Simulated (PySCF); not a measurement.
**How far are cheaper levels from CCSD(T)/CBS for NaCl?**

PySCF; the state is a singlet (closed shell). The composite is CCSD(T) extrapolated to the basis-set limit from two correlation-consistent sets, with core-valence (CV) and scalar-relativistic (SR) terms as its label shows; it has no spin–orbit coupling and nothing beyond (T). Here it is CCSD(T)/CBS(DT)+CV+SR. It gives Re = 2.374 Å, ωe = 358 cm⁻¹ and De = 4.15 eV to Na + Cl.

```json
{"level": "RHF", "basis": "aug-cc-pVDZ/aug-cc-pV(D+d)Z", "relativity": "no relativity", "Re (Å)": "2.407", "ωe (cm⁻¹)": "355", "De (eV)": "3.07"}
{"level": "RHF-SCS-MP2", "basis": "def2-SVP", "relativity": "no relativity", "Re (Å)": "2.355", "ωe (cm⁻¹)": "385", "De (eV)": "3.71"}
{"level": "RHF-CCSD(T)", "basis": "aug-cc-pVDZ/aug-cc-pV(D+d)Z", "relativity": "no relativity", "Re (Å)": "2.411", "ωe (cm⁻¹)": "341", "De (eV)": "4.01"}
{"level": "PBE", "basis": "6-31G(d,p)", "relativity": "no relativity", "Re (Å)": "2.382", "ωe (cm⁻¹)": "354", "De (eV)": "4.00"}
{"level": "r²SCAN", "basis": "6-31G(d,p)", "relativity": "no relativity", "Re (Å)": "2.377", "ωe (cm⁻¹)": "360", "De (eV)": "4.16"}
{"level": "PBE0", "basis": "aug-cc-pVDZ/aug-cc-pV(D+d)Z", "relativity": "no relativity", "Re (Å)": "2.379", "ωe (cm⁻¹)": "358", "De (eV)": "4.06"}
{"level": "r²SCAN0", "basis": "def2-SVPD", "relativity": "no relativity", "Re (Å)": "2.380", "ωe (cm⁻¹)": "363", "De (eV)": "4.28"}
{"level": "B97-3", "basis": "6-311G(d,p)", "relativity": "no relativity", "Re (Å)": "2.390", "ωe (cm⁻¹)": "352", "De (eV)": "4.25"}
{"level": "M06", "basis": "6-31G(d,p)", "relativity": "no relativity", "Re (Å)": "2.384", "ωe (cm⁻¹)": "352", "De (eV)": "4.42"}
{"level": "HSE06", "basis": "aug-cc-pVDZ/aug-cc-pV(D+d)Z", "relativity": "no relativity", "Re (Å)": "2.380", "ωe (cm⁻¹)": "357", "De (eV)": "4.06"}
```

Question: Give the difference of each row from the composite.

Answer: 

| level | basis | ΔRe (pm) | Δωe (%) | ΔDe (eV) |
| --- | --- | --- | --- | --- |
| RHF | aug-cc-pVDZ/aug-cc-pV(D+d)Z | +3.3 | -0.8 | -1.08 |
| RHF-SCS-MP2 | def2-SVP | -1.9 | +7.5 | -0.44 |
| RHF-CCSD(T) | aug-cc-pVDZ/aug-cc-pV(D+d)Z | +3.7 | -4.7 | -0.14 |
| PBE | 6-31G(d,p) | +0.8 | -1.1 | -0.15 |
| r²SCAN | 6-31G(d,p) | +0.3 | +0.6 | +0.01 |
| PBE0 | aug-cc-pVDZ/aug-cc-pV(D+d)Z | +0.5 | +0.0 | -0.09 |
| r²SCAN0 | def2-SVPD | +0.6 | +1.4 | +0.13 |
| B97-3 | 6-311G(d,p) | +1.6 | -1.7 | +0.10 |
| M06 | 6-31G(d,p) | +1.0 | -1.7 | +0.27 |
| HSE06 | aug-cc-pVDZ/aug-cc-pV(D+d)Z | +0.6 | -0.3 | -0.09 |

Question: Which rows come closest in De?

Answer: r²SCAN in 6-31G(d,p) (+0.01 eV), counted from the composite.

Correlated steps freeze 6 core orbitals. Correlated levels converge slowly with the basis: in double zeta they bind strong bonds too weakly, by up to about 1 eV, and carry superposition errors of some tenths. Where the molecule has an RHF reference, its open-shell atoms are computed with UHF.
